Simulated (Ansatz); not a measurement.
**AlSiH (singlet): from Hartree-Fock to the top rungs at distance Si1–Al2 = 3.191 Å, cc-pVTZ**

The task here is to estimate one member of a computed series from the others.

Program: Ansatz 0.2.0, Gaussian basis. Level of theory: cc-pVTZ, core rule «outside noble gas», up to 10 orbitals frozen. These are calculated values, not measurements.

The runs, in order: UHF; CCSD(T) on RHF; CCSD(T) on UHF; BCCD(T) on RHF; CISD; CCSDT(Q) on RHF; CASSCF and NEVPT2, 8 electrons in 9 orbitals.

22 further runs of the same task are left out: 4 for a known fault of the program, 1 for a mislabelled method, 12 that didn't finish, 5 set aside as unsound or not needed.

**What is computed**

The geometry derives from a PBE0/def2-TZVP stationary point (not a proven minimum). One bond is set to the value named and the two fragments are kept rigid.

3 atoms, charge 0, spin multiplicity 1.

Atoms are counted from 1 here; the program's logs count them from 0.

Bond lengths: Si1–H3 1.545 Å.

Set-up of the first run:

The input, in.yaml:

```yaml
crystal:
  periodic: [false, false, false]
  atoms:
    - {symbol: Si, position_ang: [0.000000, -0.073965, 1.539575]}
    - {symbol: Al, position_ang: [0.000000, 0.022935, -1.649953]}
    - {symbol: H, position_ang: [0.000000, 1.447058, 1.268464]}
basis:
  gaussian: {orbitals: cc-pVTZ}
magnetization: {spin_polarized: true, initial_magnetization: 0}
hamiltonian: {xc: hf}
output: {orbitals: {seedname: orbitals}}
```

On the command line:

```bash
> ansatz run in.yaml --threads 1 --pin off --events-out ev --progress --plain --max-ram 2393MiB
```

Steps of the session up to this table: UHF; CCSD(T) on RHF; CCSD(T) on UHF; BCCD(T) on RHF; CISD; CCSDT(Q) on RHF; CASSCF and NEVPT2, 8 electrons in 9 orbitals.

One table of the session follows, with a row left open; its other results are not shown here.

| method | from RCCSDT(Q) (kcal/mol) |
| --- | --- |
| RHF | +124.98 |
| UHF | +114.10 |
| RMP2 | +30.71 |
| UMP2 | +31.66 |
| CISD | +17.94 |
| RCCSD | +6.74 |
| UCCSD | +6.22 |
| RCCSD(T) | +1.47 |
| UCCSD(T) | +1.06 |
| BCCD(T) | +1.46 |
| RCCSDT | +0.46 |
| RCCSDT(Q) | 0 |
| CASSCF valence | ? |
| NEVPT2 valence | +23.04 |

Estimate the missing values for CASSCF valence.

The run gave: from RCCSDT(Q) (kcal/mol): +73.57. In the column «from RCCSDT(Q) (kcal/mol)» it lies between UMP2 (+31.66) and UHF (+114.10).

Caveats from the session: The determinant is far from a pure spin state, so its energy mixes those of several spin states (harmless only where they are near-degenerate, as at dissociation). Warnings: restricted reference is unstable; spin contamination. Restricted and unrestricted rows rest on different reference determinants; where their highest levels disagree by more than a few hundredths of an eV, they describe different states and don't form one ladder.
